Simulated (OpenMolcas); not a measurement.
# NO (nitric oxide): the vertical energy of the quartet above the doublet from total energies

The species is NO (2 atoms), meant as a doublet with charge 0. SMILES: `[N]=O`. The coordinates come from a PBE0-D4/def2-TZVP relaxation.

```xyz
2

N    -0.4836    0.1770   -0.2440
O     0.4836   -0.1770    0.2440
```

Both states at this one shape; open shells run unrestricted unless said. 1 Eh = 27.2114 eV.

```
          level     program  doublet NO (Eh)  quartet NO (Eh)
  UHF/def2-SVPD  OpenMolcas      -129.148135      -128.961898
UHF/def2-TZVPPD  OpenMolcas      -129.304597      -129.114239
UHF/def2-QZVPPD  OpenMolcas      -129.309871      -129.119588
```

Problem. Work out the vertical gap, second state less first, at each level.

Solution. 
1. UHF/def2-SVPD: -128.961898 − (-129.148135) = 0.186237 Eh = 5.07 eV.
2. UHF/def2-TZVPPD: -129.114239 − (-129.304597) = 0.190358 Eh = 5.18 eV.
3. UHF/def2-QZVPPD: -129.119588 − (-129.309871) = 0.190283 Eh = 5.18 eV.

No measured value is set beside it here; the levels span 5.07 to 5.18 eV.
